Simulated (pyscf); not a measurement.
Elementary routes open to `[F][GeH2]` [doublet] + `[NH3]` in the gas phase (doublet surface):
A. `[NH2][GeH2]` [doublet] + `[FH]` (F–Ge, H–N broken; Ge–N, F–H formed)
B. `[NH2][GeH2][F]` + `[H]` [doublet] (H–N broken; Ge–N formed)

Structures and frequencies: ωB97X-D3(BJ)/def2-SVP in PySCF.

### Question
Rank the routes by free-energy barrier at 298 K, lowest first, for ωB97M-D3(BJ)/def2-TZVP energies (ideal gas, 1 atm, RRHO with modes under 100 cm⁻¹ raised to 100, one conformer, R ln 2 for chiral ones without a mode under 150 cm⁻¹).

### Answer
A (22.9 kcal/mol), B (39.3 kcal/mol)

Route A is the fastest of these, ahead of the next by 16.4 kcal/mol. The most stable products are those of A (ΔG = +11.8 kcal/mol), so kinetics and thermodynamics agree. At 1200 K A is still the fastest. A: On the reactant side the descent ends in a complex, 5.2 kcal/mol under the separated species and 18.0 kcal/mol under the saddle at ωB97X-D3(BJ)/def2-TZVP. On the product side the descent ends in a bound adduct, 8.2 kcal/mol under the separated species and 9.9 kcal/mol under the saddle at ωB97X-D3(BJ)/def2-TZVP. B: On the reactant side the descent ends in a complex, 7.0 kcal/mol under the separated species and 38.0 kcal/mol under the saddle at ωB97X-D3(BJ)/def2-TZVP. Only these routes are compared; each barrier is that of the saddle found, and lower ones may exist. Elements up to Kr have no core potential and no relativistic terms here.
